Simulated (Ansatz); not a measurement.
Input (CCSDT(Q)/cc-pV(T+d)Z; Ansatz, a program for electronic structure): A basis named .json is the Basis Set Exchange file of that set.

Ansatz 0.2 input:
```yaml
crystal:
  periodic: [false, false, false]
  atoms:
    - {symbol: S, position_ang: [-0.00000000, -0.00000000, -1.55168481]}
    - {symbol: C, position_ang: [0.00000000, 0.00000000, 0.00000000]}
    - {symbol: S, position_ang: [0.00000000, 0.00000000, 1.55168481]}
basis:
  gaussian:
    orbitals: cc-pV_T+d_Z.json
total_charge: 1
magnetization: {spin_polarized: true, initial_magnetization: 1}
correlation: {method: ccsdt_q, electrons: outside_noble_gas}
```

Output:

```
Functional definition: HF
integrals: 0.35 GiB planned
1284 factors; integrals over basis functions are off by at most 1.7e-7 eV
mean field: 0.53 GiB planned
mean field evaluation 1: about -22655.6663 eV, gradient 1.4e1 eV
mean field evaluation 2: about -22655.9580 eV, gradient 1.3e1 eV
mean field evaluation 4: about -22657.2710 eV, gradient 3.3e0 eV
mean field evaluation 8: about -22657.5657 eV, gradient 9.7e-1 eV
mean field evaluation 16: about -22657.6044 eV, gradient 6.9e-6 eV
mean field evaluation 32: about -22657.6044 eV, gradient 4.3e-3 eV
mean field evaluation 64: about -22657.6032 eV, gradient 1.5e-1 eV
mean field evaluation 96: about -22650.1529 eV, gradient 2.0e1 eV
mean field evaluation 128: about -22654.3515 eV, gradient 1.6e-2 eV
mean field evaluation 160: about -22653.1153 eV, gradient 2.3e-2 eV
mean field evaluation 192: about -22652.4509 eV, gradient 1.9e-2 eV
mean field evaluation 224: about -22652.3887 eV, gradient 1.1e-2 eV
mean field evaluation 256: about -22653.1281 eV, gradient 4.5e-4 eV
mean field -22657.60437206 eV, -832.6516027972 hartree, gradient 6.8e-6 eV, S^2 1.031461; 5 other end points of the search recorded, 0 dependent functions left out
determinant -22657.60437206 eV, -832.6516027972 hartree, with singles and doubles -22670.31609446 eV, -833.1187499794 hartree
determinant -22654.35151451 eV, -832.5320624874 hartree, with singles and doubles -22666.42294358 eV, -832.9756793233 hartree
11 core orbitals not correlated
reference -22657.60437206 eV, -832.6516027972 hartree; 8, 7 occupied and 89, 90 virtual orbitals, 1284 factors
second order -11.52808829 eV of doubles, -0.00000000 eV of singles
coupled cluster: 7.17 GiB planned
cycle   1  -11.90941202 eV  change   -3.8e-1 eV  update   1.5e-1
cycle   2  -12.75798388 eV  change   -8.5e-1 eV  update   8.3e-2
cycle   3  -13.61439515 eV  change   -8.6e-1 eV  update   5.1e-2
cycle   4  -13.55303250 eV  change    6.1e-2 eV  update   2.6e-2
cycle   5  -13.48340664 eV  change    7.0e-2 eV  update   1.7e-2
cycle   6  -13.54311633 eV  change   -6.0e-2 eV  update   6.2e-3
cycle   7  -13.54619920 eV  change   -3.1e-3 eV  update   3.4e-3
cycle   8  -13.54075983 eV  change    5.4e-3 eV  update   1.5e-3
cycle   9  -13.54275775 eV  change   -2.0e-3 eV  update   8.9e-4
cycle  10  -13.54265195 eV  change    1.1e-4 eV  update   3.6e-4
cycle  11  -13.54232723 eV  change    3.2e-4 eV  update   1.8e-4
cycle  12  -13.54288538 eV  change   -5.6e-4 eV  update   9.7e-5
cycle  13  -13.54294299 eV  change   -5.8e-5 eV  update   5.1e-5
cycle  14  -13.54299466 eV  change   -5.2e-5 eV  update   2.8e-5
cycle  15  -13.54300931 eV  change   -1.5e-5 eV  update   1.4e-5
cycle  16  -13.54300124 eV  change    8.1e-6 eV  update   7.9e-6
cycle  17  -13.54300378 eV  change   -2.5e-6 eV  update   3.8e-6
cycle  18  -13.54300833 eV  change   -4.6e-6 eV  update   1.8e-6
cycle  19  -13.54300606 eV  change    2.3e-6 eV  update   8.3e-7
cycle  20  -13.54300542 eV  change    6.3e-7 eV  update   4.9e-7
coupled cluster: 7.17 GiB planned
perturbative correction -0.08018587 eV, -0.0029467763 hartree
Total energy: -22671.22756334 eV, -833.1522458429 hartree
```

The determinant is spin-contaminated: <S^2> is 1.03, 0.28 over the pure value.
